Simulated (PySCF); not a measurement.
Identify the unknown among the candidates.

All candidates are C5H11S (charge -1).

- 13C NMR: chemical shifts (computed TMS as zero) by class: 57.9 (1 C), 41.9 (2 C), 15.6 (2 C) ppm [GIAO PBE/pcSseg-1]
- NMR, other nuclei: isotropic shieldings of nuclei other than C and H, by class: 515 (1 S) ppm [GIAO PBE/pcSseg-1]
- Rotational structure: rotational constants A, B, C: 3.179, 2.082, 1.344 GHz [PBE0-D3(BJ)/def2-SVP]
- 1H NMR: chemical shifts (computed TMS as zero) by class: 2.49 (1 H), 1.45 (2 H), 1.06 (6 H), 1.04 (2 H) ppm [GIAO PBE/pcSseg-1]

Electronic properties: PySCF, gas phase, density fitting. Levels stand in brackets. The structure is a single PBE0-D3(BJ)/def2-SVP conformer in the gas phase; no vibrational or solvent corrections. The HOMO energy is positive, so at this level the finite basis confines the outermost electrons. No diffuse functions stand in pcSseg-1, which bears on an anion's orbital energies. Each NMR value is the plain mean over a class of atoms that symmetry, rotation or inversion makes alike.

Question: Which candidate is it?
A. `CCCCC[S-]`
B. `CCC[C@@H](C)[S-]`
C. `CCC([S-])CC`
D. `CC[C@H](C)C[S-]`
E. `CCC(C)(C)[S-]`

Answer: C. It is `CCC([S-])CC`. Numbering: `[CH3:1][CH2:2][CH:3]([S-:4])[CH2:5][CH3:6]`. 5 carbons fall into 3 classes; from least to most shielded: sp3 carbon bound to sulfur [C3] (57.9 ppm), chain CH2 carbon [C2/C5] (41.9 ppm, 2 C, up to 9.7 ppm apart in this geometry), methyl carbon [C1/C6] (15.6 ppm, 2 C, up to 3.7 ppm apart in this geometry). Hydrogen classes from least to most shielded: 1 H on an sp3 carbon bound to sulfur, C3 (2.49 ppm), 2 H on 2 chain CH2 carbons, C2/C5 (1.45 ppm, a mean of values up to 1.1 ppm apart in this geometry), 6 H on 2 methyl carbons, C1/C6 (1.06 ppm, a mean of values up to 4.0 ppm apart in this geometry), 2 H on 2 chain CH2 carbons, C2/C5 (1.04 ppm, a mean of values up to 2.3 ppm apart in this geometry). The other shieldings belong to: 515 ppm, thiolate sulfur [S4]. The optimised geometry has point group C1 and is an asymmetric top.

The others, at the same levels:
- `CCC[C@@H](C)[S-]` fails: it has 5 carbon classes against 3; its computed 13C shifts are 59.9 (1 C), 48.2 (1 C), 31.0 (1 C), 28.6 (1 C), 18.9 (1 C) ppm, 1H shifts are 3.02 (1 H), 2.13 (1 H), 1.16 (3 H), 0.96 (1 H), 0.87 (1 H), 0.82 (1 H), 0.77 (3 H) ppm and rotational constant A is 5.576 GHz (against 3.179 GHz).
- `CC[C@H](C)C[S-]` fails: it has 5 carbon classes against 3; its computed 13C shifts are 54.4 (1 C), 51.9 (1 C), 31.8 (1 C), 22.1 (1 C), 16.9 (1 C) ppm, 1H shifts are 4.79 (1 H), 3.21 (1 H), 2.35 (1 H), 0.72 (3 H), 0.68 (3 H), 0.41 (1 H), -0.47 (1 H) ppm and rotational constant A is 4.069 GHz (against 3.179 GHz).
- `CCC(C)(C)[S-]` fails: it has 4 carbon classes against 3; its computed 13C shifts are 48.5 (1 C), 47.7 (1 C), 42.4 (2 C), 14.5 (1 C) ppm, 1H shifts are 1.50 (3 H), 1.40 (6 H), 1.32 (2 H) ppm and rotational constant A is 3.037 GHz (against 3.179 GHz).
- `CCCCC[S-]` fails: it has 5 carbon classes against 3; its computed 13C shifts are 54.0 (1 C), 46.8 (1 C), 39.3 (1 C), 30.4 (1 C), 18.2 (1 C) ppm, 1H shifts are 3.02 (2 H), 1.49 (2 H), 1.24 (2 H), 1.18 (2 H), 0.73 (3 H) ppm and rotational constant A is 15.095 GHz (against 3.179 GHz).

Each candidate is one conformer, not necessarily the lowest. The conformers computed, where there is a choice (atom-mapped SMILES and torsion angles):
- `[CH3:1][CH2:2][CH:3]([S-:4])[CH2:5][CH3:6]`: C1–C2–C3–S4 -172°, C2–C3–C5–C6 -175°
- `[CH3:1][CH2:2][CH2:3][C@@H:4]([CH3:5])[S-:6]`: C1–C2–C3–C4 176°, C2–C3–C4–C5 61°
- `[CH3:1][CH2:2][C@H:3]([CH3:4])[CH2:5][S-:6]`: C1–C2–C3–C4 -69°, C2–C3–C5–S6 -60°
- `[CH3:1][CH2:2][C:3]([CH3:4])([CH3:5])[S-:6]`: C1–C2–C3–C4 63°
- `[CH3:1][CH2:2][CH2:3][CH2:4][CH2:5][S-:6]`: C1–C2–C3–C4 180°, C2–C3–C4–C5 180°, C3–C4–C5–S6 180°
